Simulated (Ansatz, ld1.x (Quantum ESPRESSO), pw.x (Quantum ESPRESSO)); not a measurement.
# Re (Z = 75): one change to the TM potential, in the atom and in the bcc crystal

- Element: rhenium
- Generator: ld1.x (Quantum ESPRESSO) 7.5
- Type: norm-conserving Troullier–Martins (Kleinman–Bylander form)
- Functional: PBEsol
- Relativity: scalar-relativistic
- Frozen core: [Xe] 4f14
- Valence charge: 7
- Reference configuration: 5d5 6s2 6p0
- Partial waves: 6p (bound, empty): rc 3.10 bohr; 5d (bound): rc 2.50 bohr; 6s (bound): rc 2.45 bohr
- Local potential: the s channel
- Core correction: a·sin(br)/r model core inside 1.35 bohr

Change: wave 6s (bound): rc 2.45 bohr becomes 6s (bound): rc 1.82 bohr.

Cutoffs, loose and tight: the cutoffs (Ry, on a coarse ladder) from which the occupation-weighted sum of valence levels, in a spherical-Bessel basis at the reference potential, stays within 10 and 1 mRy of its value at 400 Ry. They do not see the model core or the augmentation charge, which bear on the density cutoff. Test errors are all-electron minus pseudo excitation energies from the reference, over the configurations 5d5 6s1 6p0; 5d5 6s0 6p0; 5d4 6s0 6p0; 5d3 6s0 6p0; 5d5 6s1 6p1; 5d6 6s1 6p0; 5d5.5 6s1.5 6p0; variants that change the core or the reference have their own tests.

Crystal test: bcc Re in pw.x 7.5, no spin, 15³ k-points, Fermi–Dirac smearing 0.01 Ry, cutoffs set for each file from its atomic test. The reference is all-electron LAPW (Ansatz 0.2.0) with the same functional, mesh and smearing; V0 and B0 come from Birch–Murnaghan fits to the pressures at five volumes. Errors are pseudo minus all-electron; Δ is the rms difference of the E(V) curves that follow from these fits, minima aligned, over ±6 % about the mean V0. Mesh and smearing are coarse, so the numbers serve the comparison and aren't converged zero-temperature values; the lattice is a test structure that the element need not adopt.

All-electron: a0 = 3.087 Å (V0 = 14.71 Å³/atom), B0 = 377.2 GPa.

**Question.** Does the change bring the crystal closer to the all-electron result?

**Answer.** The mean pressure error goes from +13.39 to +4.56 GPa, so the change moves the solid closer to the all-electron pressures.

| quantity | base | changed |
| --- | --- | --- |
| outcome (atom) | generated | generated |
| cutoff, loose (atom) | 30 Ry | 30 Ry |
| cutoff, tight (atom) | 35 Ry | 80 Ry |
| bound ghosts (atom) | none | none |
| largest test error (meV) (atom) | -655 | -714 |
| cutoffs in pw.x (Ry) | 50/200 | 100/400 |
| a0 (Å) | 3.121 | 3.099 |
| a0 error (%) | +1.11 | +0.39 |
| B0 error (%) | -2.3 | -1.2 |
| Δ (meV/atom) | 40.5 | 14.2 |
| mean pressure error (GPa) | +13.39 | +4.56 |

Base: The largest radius (3.10 bohr) exceeds half the bond length (2.52 bohr), so the spheres overlap, which is one possible source of error among others. This is a poor potential for the solid. Changed file: The largest radius (3.10 bohr) exceeds half the bond length (2.52 bohr), so the spheres overlap, which is one possible source of error among others. The logarithmic derivative shows an extra or strongly shifted pseudo pole above the reference energy (s near 1.14 Ry). The atomic cutoffs weigh occupied waves only.
